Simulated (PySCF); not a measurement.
Species: methyl propyl ether, C₄H₁₀O.
Cartesian coordinates in Å at the PBE0-D3(BJ)/def2-SVP level; atoms count from 1:
```xyz
15
C4H10O angstrom
C     -1.9764   -0.9302   -0.7530
C     -0.4682   -0.7672   -0.8337
C      0.0766    0.1845    0.2090
O      1.4624    0.2809    0.0681
C      2.0559    1.1391    0.9872
H     -2.3453   -1.6250   -1.5217
H     -2.4951    0.0310   -0.8999
H     -2.2883   -1.3260    0.2272
H     -0.1712   -0.3942   -1.8278
H      0.0343   -1.7403   -0.7072
H     -0.1887   -0.1738    1.2280
H     -0.3982    1.1842    0.0981
H      3.1386    1.1462    0.7977
H      1.8859    0.8133    2.0337
H      1.6775    2.1776    0.8943
```

The calculation used PySCF, TDDFT CAM-B3LYP/def2-SVPD, vertical, gas phase, core orbitals frozen in the response.

Broadening: Gaussians 0.25 eV wide at half height, area fixed by f = 4.319×10⁻⁹ ∫ε dν̃. The width is an assumption, not a result. The curve ends short of the highest state used, and states not computed would add to its high-energy end.

```json
{"λ (nm)": "137.6", "ε (L mol⁻¹ cm⁻¹)": "2216"}
{"λ (nm)": "138.7", "ε (L mol⁻¹ cm⁻¹)": "2856"}
{"λ (nm)": "139.7", "ε (L mol⁻¹ cm⁻¹)": "2668"}
{"λ (nm)": "140.8", "ε (L mol⁻¹ cm⁻¹)": "1709"}
{"λ (nm)": "141.8", "ε (L mol⁻¹ cm⁻¹)": "897"}
{"λ (nm)": "142.8", "ε (L mol⁻¹ cm⁻¹)": "737"}
{"λ (nm)": "143.9", "ε (L mol⁻¹ cm⁻¹)": "1671"}
{"λ (nm)": "144.9", "ε (L mol⁻¹ cm⁻¹)": "3545"}
{"λ (nm)": "146.0", "ε (L mol⁻¹ cm⁻¹)": "5922"}
{"λ (nm)": "147.0", "ε (L mol⁻¹ cm⁻¹)": "7153"}
{"λ (nm)": "148.0", "ε (L mol⁻¹ cm⁻¹)": "7010"}
{"λ (nm)": "149.1", "ε (L mol⁻¹ cm⁻¹)": "5945"}
{"λ (nm)": "150.1", "ε (L mol⁻¹ cm⁻¹)": "4830"}
{"λ (nm)": "151.2", "ε (L mol⁻¹ cm⁻¹)": "3549"}
{"λ (nm)": "152.2", "ε (L mol⁻¹ cm⁻¹)": "2324"}
{"λ (nm)": "153.2", "ε (L mol⁻¹ cm⁻¹)": "1258"}
{"λ (nm)": "154.3", "ε (L mol⁻¹ cm⁻¹)": "502"}
{"λ (nm)": "155.3", "ε (L mol⁻¹ cm⁻¹)": "175"}
{"λ (nm)": "156.4", "ε (L mol⁻¹ cm⁻¹)": "44"}
{"λ (nm)": "157.4", "ε (L mol⁻¹ cm⁻¹)": "11"}
{"λ (nm)": "158.4", "ε (L mol⁻¹ cm⁻¹)": "3"}
{"λ (nm)": "159.5", "ε (L mol⁻¹ cm⁻¹)": "1"}
{"λ (nm)": "160.5", "ε (L mol⁻¹ cm⁻¹)": "0"}
{"λ (nm)": "161.6", "ε (L mol⁻¹ cm⁻¹)": "0"}
{"λ (nm)": "162.6", "ε (L mol⁻¹ cm⁻¹)": "0"}
{"λ (nm)": "163.6", "ε (L mol⁻¹ cm⁻¹)": "2"}
{"λ (nm)": "164.7", "ε (L mol⁻¹ cm⁻¹)": "13"}
{"λ (nm)": "165.7", "ε (L mol⁻¹ cm⁻¹)": "49"}
{"λ (nm)": "166.8", "ε (L mol⁻¹ cm⁻¹)": "170"}
{"λ (nm)": "167.8", "ε (L mol⁻¹ cm⁻¹)": "432"}
{"λ (nm)": "168.8", "ε (L mol⁻¹ cm⁻¹)": "915"}
{"λ (nm)": "169.9", "ε (L mol⁻¹ cm⁻¹)": "1706"}
{"λ (nm)": "170.9", "ε (L mol⁻¹ cm⁻¹)": "2514"}
{"λ (nm)": "172.0", "ε (L mol⁻¹ cm⁻¹)": "3191"}
{"λ (nm)": "173.0", "ε (L mol⁻¹ cm⁻¹)": "3358"}
{"λ (nm)": "174.0", "ε (L mol⁻¹ cm⁻¹)": "3036"}
{"λ (nm)": "175.1", "ε (L mol⁻¹ cm⁻¹)": "2294"}
{"λ (nm)": "176.1", "ε (L mol⁻¹ cm⁻¹)": "1533"}
{"λ (nm)": "177.2", "ε (L mol⁻¹ cm⁻¹)": "840"}
{"λ (nm)": "178.2", "ε (L mol⁻¹ cm⁻¹)": "424"}
{"λ (nm)": "179.2", "ε (L mol⁻¹ cm⁻¹)": "188"}
{"λ (nm)": "180.3", "ε (L mol⁻¹ cm⁻¹)": "67"}
{"λ (nm)": "181.3", "ε (L mol⁻¹ cm⁻¹)": "23"}
{"λ (nm)": "182.4", "ε (L mol⁻¹ cm⁻¹)": "6"}
```

Q: Locate the maxima and give the states behind the curve.

A: 173 nm (7.17 eV), ε about 3400, made up of S1 (100%); 147 nm (8.41 eV), ε about 7200, made up of S3 (12%), S4 (75%) and S5 (13%); 139 nm (8.92 eV), ε about 2900, made up of S6 (96%) (ε in L mol⁻¹ cm⁻¹; maxima over ε = 5, shares over 10%). The states used: S1 7.17 eV (f 0.031); S2 8.00 eV (f 0.0000); S3 8.24 eV (f 0.030); S4 8.43 eV (f 0.051); S5 8.46 eV (f 0.0098); S6 8.91 eV (f 0.026); S7 9.09 eV (f 0.0019); S8 9.13 eV (f 0.0045); S9 9.25 eV (f 0.0009); S10 9.61 eV (f 0.0004).

Q: What would ε be at 8.41 eV, the highest of these maxima, with half the width (0.125 eV)?

A: About 11500 L mol⁻¹ cm⁻¹ against 7250, a factor of about 1.6; a lone state at its own centre would give exactly 2.

Q: Coming from long wavelengths, where does ε first pass 100 L mol⁻¹ cm⁻¹?

A: At about 180 nm (6.89 eV), 0.28 eV below S1.

All these states lie below the vertical ionisation energy of 9.84 eV (ΔSCF).

One conformer stands for the species.
